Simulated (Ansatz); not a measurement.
## Bulk modulus of bcc W: levels of theory against measurement

Reference value: 312 GPa (measured, zero-point energy and finite temperature contributions removed, sources range from 300 to 328; as tabulated in doi:10.1021/acs.jctc.3c00612).

| level (code) | value (GPa) | cell (Å³/atom) |
|---|---|---|
| LDA (Ansatz) | 335 | 15.41 |
| PBE (Ansatz) | ___ | 16.13 |
| rVV10 (Ansatz) | 298 | 16.43 |
| r²SCAN+SOC (Ansatz) | 319 | 15.92 |
| PBE0 (Ansatz) | 336 | 15.85 |

Q: What belongs in the gaps?

A: 
- PBE (Ansatz, a program for electronic structure), value (GPa): 303

Errors against the reference: LDA +7.4 %, PBE -2.9 %, rVV10 -4.5 %, r²SCAN+SOC +2.2 %, PBE0 +7.7 %.

Nearest, and too close to rank with a margin of 4.9 % (twice that across the reference) picked here for doubts on the reference and the settings: r²SCAN+SOC (+2.2 %), PBE (-2.9 %), rVV10 (-4.5 %). Farthest off: LDA (+7.4 %), PBE0 (+7.7 %). Within 10 %: LDA, PBE, rVV10, r²SCAN+SOC, PBE0. The lowest first-principles rung that does so: DFT without exact exchange (LDA, PBE, rVV10, r²SCAN+SOC).

Density-functional levels without +SOC have no spin–orbit coupling. Each level is taken at its own relaxed cell. Cutoffs and k meshes differ between the levels. Ansatz's density-functional and Hartree–Fock values are scalar-relativistic unless marked +SOC, with PAW data made under PBE.

Differences are worked out from the printed values.
